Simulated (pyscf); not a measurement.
Thermochemistry of product channels of H₃C–InH–CH₃ + water (H₂O) on the singlet surface, in kcal/mol, from ωB97M-D3(BJ)/def2-TZVP energies (ideal gas, 1 atm, RRHO with modes under 100 cm⁻¹ raised to 100, one conformer, R ln 2 for chiral ones without a mode under 150 cm⁻¹). Structures and frequencies: ωB97X-D3(BJ)/def2-SVP in PySCF.

```tsv
products	ΔE	ΔH(298 K)	ΔG(298 K)	ΔG(600 K)
methane (CH₄) + H₃C–InH–OH	-17.9	-17.5	-16.3	-14.8
H₃C–In(CH₃)–OH + hydrogen (H₂)	-6.2	-8.0	-6.1	-4.5
```

These are energies of the channels, which say nothing of barriers. Elements past Kr carry the def2 core potentials, without spin-orbit coupling.
